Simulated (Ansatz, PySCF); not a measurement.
Potential energy curve for NH, triplet.

Methods: UKS-B3LYP/6-31G* = unrestricted B3LYP/6-31G*, spherical d in PySCF; UKS-B3LYP/3-21G = unrestricted B3LYP/3-21G run with PySCF; UMP2/3-21G = unrestricted MP2 (frozen core)/3-21G (PySCF 2.14.0); FCI = full CI/cc-pVTZ, frozen core run with Ansatz (a first-principles code).

Energies relative to the lowest point of each curve between 0.84 and 1.29 Å, where full CI is lowest, in kJ/mol; the last columns give the difference from FCI:

| R / Å | UKS-B3LYP/6-31G* | UKS-B3LYP/3-21G | UMP2/3-21G | FCI | UKS-B3LYP/6-31G* − FCI | UKS-B3LYP/3-21G − FCI | UMP2/3-21G − FCI |
|---|---|---|---|---|---|---|---|
| 0.74 | 353.8 | 374.9 | 364.7 | 333.0 | 20.8 | 41.9 | 31.7 |
| 0.79 | 216.5 | 235.7 | 226.0 | 201.9 | 14.6 | 33.8 | 24.1 |
| 0.84 | 123.3 | 139.8 | 131.3 | 113.4 | 9.9 | 26.4 | 17.9 |
| 0.88 | 72.6 | 86.6 | 79.3 | 65.6 | 7.0 | 21.0 | 13.8 |
| 0.93 | 31.6 | 42.0 | 36.7 | 27.4 | 4.2 | 14.6 | 9.3 |
| 0.97 | 12.5 | 19.9 | 16.1 | 10.1 | 2.4 | 9.8 | 6.0 |
| 1.00 | 4.3 | 9.3 | 6.8 | 3.1 | 1.3 | 6.2 | 3.7 |
| 1.04 | 0.0 | 1.6 | 0.8 | 0.0 | 0.0 | 1.6 | 0.8 |
| 1.06 | 0.1 | 0.0 | 0.0 | 0.7 | -0.6 | -0.7 | -0.7 |
| 1.11 | 5.8 | 1.2 | 3.2 | 7.5 | -1.8 | -6.3 | -4.3 |
| 1.15 | 14.5 | 6.3 | 10.0 | 17.0 | -2.5 | -10.7 | -7.0 |
| 1.22 | 36.1 | 21.6 | 28.6 | 39.5 | -3.4 | -17.9 | -10.9 |
| 1.29 | 62.6 | 42.3 | 54.3 | 66.4 | -3.7 | -24.1 | -12.1 |
| 1.37 | 96.1 | 69.9 | 90.1 | 99.3 | -3.3 | -29.4 | -9.2 |
| 1.50 | 151.7 | 119.0 | 143.8 | 152.3 | -0.5 | -33.3 | -8.4 |
| 1.63 | 203.4 | 167.2 | 178.1 | 199.5 | 3.8 | -32.4 | -21.4 |
| 1.80 | 256.9 | 219.5 | 201.5 | 248.6 | 8.3 | -29.1 | -47.0 |
| 2.01 | 298.8 | 262.2 | 214.0 | 288.4 | 10.4 | -26.2 | -74.4 |
| 2.24 | 323.7 | 288.6 | 219.4 | 311.6 | 12.1 | -23.0 | -92.2 |
| 2.55 | 339.6 | 306.2 | 222.1 | 324.5 | 15.1 | -18.4 | -102.4 |
| 2.97 | 348.0 | 315.8 | 223.6 | 329.9 | 18.1 | -14.1 | -106.3 |
| 3.44 | 351.2 | 319.4 | 224.5 | 331.4 | 19.9 | -11.9 | -106.9 |

UKS-B3LYP/6-31G* is furthest from FCI at 0.74 (20.8 kJ/mol, above); its mean absolute difference over the points is 7.4 kJ/mol.

UKS-B3LYP/3-21G is furthest from FCI at 0.74 (41.9 kJ/mol, above); its mean absolute difference over the points is 19.7 kJ/mol.

UMP2/3-21G is furthest from FCI at 3.44 (-106.9 kJ/mol, below); its mean absolute difference over the points is 32.3 kJ/mol.

The unrestricted determinant behind UKS-B3LYP/6-31G*, UKS-B3LYP/3-21G is spin-contaminated at 1.63 to 3.44 Å (<S²> up to 3.0, against 2.00 for a pure triplet). The unrestricted determinant behind UMP2/3-21G is spin-contaminated at 1.37 to 3.44 Å (<S²> up to 3.0, against 2.00 for a pure triplet).
